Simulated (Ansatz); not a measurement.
# Relaxing MoC₃

Method: DFT PBE, scalar-relativistic, plane waves, PAW (Ansatz 0.2.0). Cutoff 420 eV, Γ-centred k mesh, Gaussian smearing, no spin polarisation in the final step.

A relaxed cell is given with its space group left out.

```xyz
4
Lattice="3.2381 0.0000 0.0000 0.0000 3.2381 0.0000 0.0000 0.0000 3.2381" Properties=species:S:1:pos:R:3 pbc="T T T"
Mo    0.0000    0.0000    0.0000
C     0.0000    1.6190    1.6190
C     1.6190    0.0000    1.6190
C     1.6190    1.6190    0.0000
```

The zero of energy is the elements' standard structures at the same level; no fitted shifts are applied.

(1) What space group does it have?

(2) What is its formation energy per atom?

(3) Is it a metal?

Answers

(1) Pm-3m (No. 221). Conventional cell: a = 3.238 Å. Mo has 12 C at 2.29 Å; around C lie 4 Mo at 2.29 Å and 8 C at 2.29 Å.

(2) 2.47 eV/atom.

(3) Yes, bands cross the Fermi level on the 14×14×14 mesh.

The final run used a 14×14×14 mesh on its 4-atom cell and 0.10 eV smearing. For metals, differences of a few meV/atom aren't resolved. The cell came from a trial start, so MoC₃ may not exist in this structure.

Cost: 3 runs of about 0.34 core-minutes in all, on Intel Xeon Platinum 8375C (Ice Lake) (shared hosts).